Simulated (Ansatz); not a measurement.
Wavefunction ladder for C3H7FO, SMILES `CC(O)CF`

Z-matrix (Å, degrees):
```
C
C 1 1.510
H 1 1.090 2 109.8
H 1 1.093 2 110.4 3 119.1
H 1 1.092 2 111.1 3 -119.9
O 2 1.412 1 108.0 3 -57.8
C 2 1.509 1 111.2 3 -179.0
H 2 1.101 1 109.6 3 61.9
H 6 0.962 2 107.6 1 -174.2
F 7 1.389 2 109.1 1 178.9
H 7 1.094 2 110.6 1 60.8
H 7 1.094 2 111.5 1 -62.0
```

Total charge 0; spin multiplicity 1. The geometry is a stationary point of PBE0-D4/def2-TZVP. It is one conformer, not always the lowest. Frozen core, restricted reference, Ansatz. CBS rows extrapolate triple and quadruple zeta; past MP2 they add the triple-zeta difference.

```
      basis     HF (Eh)  MP2 corr.
   def2-SVP  -291.74932   -0.79567
 def2-TZVPP  -292.09907   -1.01053
 def2-QZVPP  -292.11258   -1.08797
cc-pV(D+d)Z  -291.99106   -0.79853
cc-pV(T+d)Z  -292.08552   -1.01420
cc-pV(Q+d)Z  -292.10781   -1.09055
```

Problem. Estimate the CCSD correlation energy and the (T) correction in each basis where they were run (hartree).

Solution. 
```tsv
basis	CCSD corr.	(T)
def2-SVP	-0.84356	-0.02022
def2-TZVPP	-1.04583	-0.03690
CBS(def2)	-1.18062	as TZ
cc-pV(D+d)Z	-0.84663	-0.02064
cc-pV(T+d)Z	-1.04852	-0.03732
CBS(cc)	-1.17922	as TZ
```
